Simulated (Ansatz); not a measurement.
## H3O⁺ ··· Cl2

The pair of H3O⁺ (SMILES [OH3+], atoms 1–4) and Cl2 (SMILES ClCl, atoms 5–6), both closed shells, in one local arrangement (a lower one may exist), relaxed at PBE0-D4/def2-TZVP:

O1  (0.240, -0.119, -1.022)
H2  (-0.138, 0.188, -0.102)
H3  (0.807, 0.545, -1.452)
H4  (-0.439, -0.464, -1.628)
Cl5  (-0.733, 0.626, 1.607)
Cl6  (0.263, -0.776, 2.597)
(Å)

Ansatz 0.2.0; basis: def2-TZVPPD, with def2-QZVPPD for the basis limit; cores frozen in the correlated methods. B3LYP uses VWN-RPA correlation. Extrapolation: Hartree–Fock as exp(−7.88 √X), correlation as X^−2.97. Interaction energies count from these two fragments, frozen as in the pair, with the counterpoise correction; negative means bound.

Problem. What is the interaction energy by CCSD(T) at an estimated basis limit (MP2 extrapolated from triple and quadruple zeta, plus CCSD(T) − MP2 in triple zeta)? (An estimate is asked for; the value comes from the calculation.)

Solution. The calculation gives: -59.9 kJ/mol. Hartree–Fock alone gives -39.9 kJ/mol at the basis limit. It counts from the two fragments frozen as in the pair.

The same quantity by other methods in triple zeta, and each one's difference from that estimate:
```csv
method,E_int (kJ/mol),difference
PBE-D4,-72.8,-12.9
revPBE-D4,-69.7,-9.8
BLYP-D4,-69.1,-9.1
r2SCAN-D4,-67.9,-7.9
B97M-V,-62.5,-2.6
PBE0-D4,-67.5,-7.6
B3LYP-D4,-66.0,-6.1
HSE06-D4,-67.5,-7.6
wB97X-V,-60.8,-0.9
wB97M-V,-60.8,-0.9
B2PLYP,-59.5,0.5
HF,-38.9,21.1
MP2,-57.6,2.3
CCSD,-53.0,6.9
CCSD(T),-56.2,3.7
```
Differences are method less estimate.

Problem. Which atoms make the shortest contact between the fragments?

Solution. H2 and Cl5, 1.86 Å apart.

Energy to bend the free fragments (PBE0-D4 minima) into their shapes in the pair, CCSD(T)/def2-TZVPPD: H3O⁺ 8.3 kJ/mol; Cl2 -0.1 kJ/mol. This must be added to the interaction energy to get the binding energy from relaxed fragments.

Basis-set superposition shift (counterpoise-corrected less uncorrected): CCSD(T) 5.4; MP2 5.2; HF 0.9; PBE0-D4 0.9; wB97M-V 0.7 kJ/mol.

The T1 diagnostic stays at or below 0.009.

For scale, one of the runs: CCSD(T)/def2-TZVPPD, 193 basis functions, launched by `ansatz run in.yaml --threads 2 --pin off --events-out ev --progress --plain --max-ram 5222MiB`. Time: 51 s of wall clock on 2 CPU threads of an Arm Neoverse V1; the host was shared. Peak host memory: 2 GiB.
